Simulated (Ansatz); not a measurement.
Input and output for C3H5ClO (`ClCC1CO1`).

```yaml
crystal:
  periodic: [false, false, false]
  atoms:
    - {symbol: Cl, position_ang: [-2.271928, -0.513855, 0.701184]}
    - {symbol: C, position_ang: [-0.978182, 0.606243, 0.362463]}
    - {symbol: C, position_ang: [0.013633, -0.045410, -0.551711]}
    - {symbol: C, position_ang: [1.216460, -0.619425, -0.031628]}
    - {symbol: O, position_ang: [1.338634, 0.645301, -0.613813]}
    - {symbol: H, position_ang: [-1.452962, 1.431553, -0.132317]}
    - {symbol: H, position_ang: [-0.542320, 0.909502, 1.277376]}
    - {symbol: H, position_ang: [-0.365359, -0.358219, -1.470295]}
    - {symbol: H, position_ang: [1.352719, -0.689925, 1.041130]}
    - {symbol: H, position_ang: [1.704566, -1.458892, -0.568076]}
basis:
  gaussian: {orbitals: x2c-TZVPPall, nuclear_model: gaussian}
hamiltonian: {xc: {name: SVWN5}}
output: {forces: true}
```

```sh
$ ansatz run in.yaml --threads 4 --pin off --events-out ev --progress --plain --max-ram 10444MiB
```

Shortened log:

```
Functional definition: SVWN5
1283 factors; their error is unknown
mean field evaluation 1: about -17708.3207 eV, gradient 7.1e1 eV
mean field evaluation 2: about -17686.7294 eV, gradient 1.2e2 eV
mean field evaluation 4: about -17719.3342 eV, gradient 1.6e1 eV
mean field evaluation 8: about -17719.7440 eV, gradient 2.8e-1 eV
mean field evaluation 16: about -17719.7103 eV, gradient 1.3e-2 eV
mean field -17719.71030800 eV, -651.1873429679 hartree, gradient 3.0e-5 eV, S^2 0.000000; 0 other end points of the search recorded, 0 dependent functions left out
reference -17719.71034281 eV, -651.1873442472 hartree; 24, 24 occupied and 212, 212 virtual orbitals, 1283 factors
Total energy: -17719.71034281 eV, -651.1873442472 hartree
Relativity: scalar
Atom 0 at    -2.271928    -0.513855     0.701184 Å, force    -0.519359    -0.638811     0.221803 eV/Å
Atom 1 at    -0.978182     0.606243     0.362463 Å, force     0.298424    -0.792033    -1.434149 eV/Å
Atom 2 at     0.013633    -0.045410    -0.551711 Å, force     1.011170     1.792176     1.833009 eV/Å
Atom 3 at     1.216460    -0.619425    -0.031628 Å, force     0.828447    -1.184348    -0.148096 eV/Å
Atom 4 at     1.338634     0.645301    -0.613813 Å, force    -1.391203    -0.300371    -0.092290 eV/Å
Atom 5 at    -1.452962     1.431553    -0.132317 Å, force    -0.210483     0.866828    -0.324526 eV/Å
Atom 6 at    -0.542320     0.909502     1.277376 Å, force     0.713201     0.449787     1.195822 eV/Å
Atom 7 at    -0.365359    -0.358219    -1.470295 Å, force    -0.613114    -0.590528    -1.867014 eV/Å
Atom 8 at     1.352719    -0.689925     1.041130 Å, force     0.026982     0.135869     0.597706 eV/Å
Atom 9 at     1.704566    -1.458892    -0.568076 Å, force    -0.144065     0.261432     0.017736 eV/Å
Dipole moment:     0.014224    -0.086805     0.035264 e Å
```

Hardware: 4 threads of an Arm Neoverse V1 on a shared host. Wall time 1.8 s, peak host memory 0.45 GiB.
